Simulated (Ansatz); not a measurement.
# B2F+ (triplet): the correlation ladder, def2-QZVPP

An exercise on one series of results from a longer session: the logs are not shown, and one member is left open.

The runs use Ansatz 0.2.0, Gaussian basis; def2-QZVPP, core rule «outside noble gas», up to 3 orbitals frozen.

Plan: UHF; ROHF; CCSD(T) on UHF.

2 further runs of the same task are left out: 2 set aside as unsound or not needed.

### What is computed

The geometry is a PBE0/def2-TZVP stationary point (not a proven minimum) of the parent state, kept for this charge and spin.

3 atoms, charge 1, spin multiplicity 3.

Atoms are counted from 1 here; the program's logs count them from 0.

Bond lengths: B1–B2 1.561 Å, B2–F3 1.282 Å. Angles: B1–B2–F3 164.1°.

Set-up of the first run:

Input file in.yaml:

```yaml
crystal:
  periodic: [false, false, false]
  atoms:
    - {symbol: B, position_ang: [0.000000, -0.075298, 1.454571]}
    - {symbol: B, position_ang: [0.000000, 0.130064, -0.093193]}
    - {symbol: F, position_ang: [0.000000, -0.054766, -1.361378]}
basis:
  gaussian: {orbitals: "def2-QZVPP.json"}
total_charge: 1
magnetization: {spin_polarized: true, initial_magnetization: 2}
hamiltonian: {xc: hf}
output: {orbitals: {seedname: orbitals}}
```

On the command line:

```
$ ansatz run in.yaml --threads 1 --pin off --events-out ev --progress --plain --max-ram 2393MiB
```

Among the steps run: UHF; ROHF; CCSD(T) on UHF.

One of the session's tables, all rows but one given; the rest of the session is left out.

| method | from UCCSD(T) (meV) |
| --- | --- |
| ROHF | +10972.9 |
| UHF | ? |
| UMP2 | +693.3 |
| UCCSD | +386.1 |
| UCCSD(T) | 0 |

**Question.** Estimate the row for UHF.

As computed: from UCCSD(T) (meV): +10926.3. In the column «from UCCSD(T) (meV)» it lies between UMP2 (+693.3) and ROHF (+10972.9).
